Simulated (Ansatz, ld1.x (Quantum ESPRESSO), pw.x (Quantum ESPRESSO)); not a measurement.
**Equation-of-state test of one TM potential (iridium)**

Ir, norm-conserving Troullier–Martins (Kleinman–Bylander form), made with ld1.x (Quantum ESPRESSO) 7.5 (PBEsol, scalar-relativistic). Core [Xe] 4f14, reference 5d7 6s2 6p0. Waves: 6s (bound): rc 2.45 bohr; 5d (bound): rc 1.65 bohr; 6p (bound, empty): rc 3.60 bohr. Local part: the p channel. Core correction: Bessel-smoothed model core inside 1.45 bohr.

Crystal test: bcc Ir in pw.x 7.5, no spin, 15³ k-points, Fermi–Dirac smearing 0.01 Ry, cutoffs 70/280 Ry. The reference is all-electron LAPW (Ansatz 0.2.0) with the same functional, mesh and smearing; V0 and B0 come from Birch–Murnaghan fits to the pressures at five volumes. Errors are pseudo minus all-electron; Δ is the rms difference of the E(V) curves that follow from these fits, minima aligned, over ±6 % about the mean V0. Mesh and smearing are coarse, so the numbers serve the comparison and aren't converged zero-temperature values; the lattice is a test structure that the element need not adopt.

```json
{"V (Å³/atom)": "13.847", "P all-electron (GPa)": "20.24", "P pseudo (GPa)": "62.90"}
{"V (Å³/atom)": "14.212", "P all-electron (GPa)": "9.56", "P pseudo (GPa)": "47.46"}
{"V (Å³/atom)": "14.576", "P all-electron (GPa)": "0.36", "P pseudo (GPa)": "34.12"}
{"V (Å³/atom)": "14.940", "P all-electron (GPa)": "-7.55", "P pseudo (GPa)": "22.57"}
{"V (Å³/atom)": "15.305", "P all-electron (GPa)": "-14.36", "P pseudo (GPa)": "12.59"}
```

All-electron: a0 = 3.079 Å (V0 = 14.59 Å³/atom), B0 = 339.1 GPa.

Pseudopotential: mean pressure error (GPa): +34.28. The pressure does not cross zero within the volumes sampled, so no fit is given. The largest radius (3.60 bohr) exceeds half the bond length (2.52 bohr), so the spheres overlap, which is one possible source of error among others. This is a poor potential for the solid. Atomic configuration tests: 1 of 7 tests not solved or not reliable.

**Question.** At the middle volume, how do free energy and pressure move when the wave cutoff is lowered (ecutrho kept at four times it)?

**Answer.**

```
cutoff (Ry)  shift of F (meV/atom)  shift of P (GPa)
         32                 +545.3            -37.85
         42                  +22.9             -1.71
         56                   +9.7             -0.08
```

Input at the middle volume:

```
&control
  calculation='scf', prefix='x', pseudo_dir='./', outdir='./tmp', tstress=.true., disk_io='none'
/
&system
  ibrav=0, nat=1, ntyp=1, ecutwfc=70, ecutrho=280, nbnd=12,
  occupations='smearing', smearing='fd', degauss=0.01
/
&electrons
  conv_thr=1e-09, mixing_beta=0.4, electron_maxstep=70
/
ATOMIC_SPECIES
Ir 1.0 Ir.UPF
CELL_PARAMETERS angstrom
  -1.53883760 1.53883760 1.53883760
  1.53883760 -1.53883760 1.53883760
  1.53883760 1.53883760 -1.53883760
ATOMIC_POSITIONS crystal
Ir 0.0000 0.0000 0.0000
K_POINTS automatic
15 15 15 0 0 0
```

```bash
pw.x < Ir.scf.in > Ir.scf.out
```

Lines of the output:

```
Message from routine setup:
     using ibrav=0 with symmetry is DISCOURAGED, use correct ibrav instead
     lattice parameter (alat)  =       5.0368  a.u.
     unit-cell volume          =      98.3637 (a.u.)^3
     number of electrons       =         9.00
     number of Kohn-Sham states=           12
     kinetic-energy cutoff     =      70.0000  Ry
     charge density cutoff     =     280.0000  Ry
     scf convergence threshold =      1.0E-09
     Exchange-correlation= PBESOL
     number of k points=   120  Fermi-Dirac smearing, width (Ry)=  0.0100
     iteration #  1     ecut=    70.00 Ry     beta= 0.40
     total energy              =     -68.38021318 Ry
     estimated scf accuracy    <       0.00220592 Ry
     iteration #  2     ecut=    70.00 Ry     beta= 0.40
     total energy              =     -68.38020950 Ry
     estimated scf accuracy    <       0.00049267 Ry
     iteration #  3     ecut=    70.00 Ry     beta= 0.40
     total energy              =     -68.38023433 Ry
     estimated scf accuracy    <       0.00002941 Ry
     iteration #  4     ecut=    70.00 Ry     beta= 0.40
     total energy              =     -68.38023615 Ry
     estimated scf accuracy    <       0.00000028 Ry
     iteration #  5     ecut=    70.00 Ry     beta= 0.40
     total energy              =     -68.38023616 Ry
     estimated scf accuracy    <       0.00000001 Ry
     iteration #  6     ecut=    70.00 Ry     beta= 0.40
     the Fermi energy is    18.6832 ev
!    total energy              =     -68.38023616 Ry
     estimated scf accuracy    <          8.6E-12 Ry
     smearing contrib. (-TS)   =      -0.00900220 Ry
     The total energy is F=E-TS. E is the sum of the following terms:
     one-electron contribution =      18.22156216 Ry
     hartree contribution      =       2.19287636 Ry
     xc contribution           =     -38.10139237 Ry
     ewald contribution        =     -50.68428011 Ry
     convergence has been achieved in   6 iterations
          total   stress  (Ry/bohr**3)                   (kbar)     P=      341.17
     Message from routine punch:
     Nothing written, as per user request (disk_io='none')
```

The run at the middle volume (120 k-points, 6 iterations) took about 14 s on one core of a shared host (Neoverse-V1, 32 threads, 247 GiB, load 26).
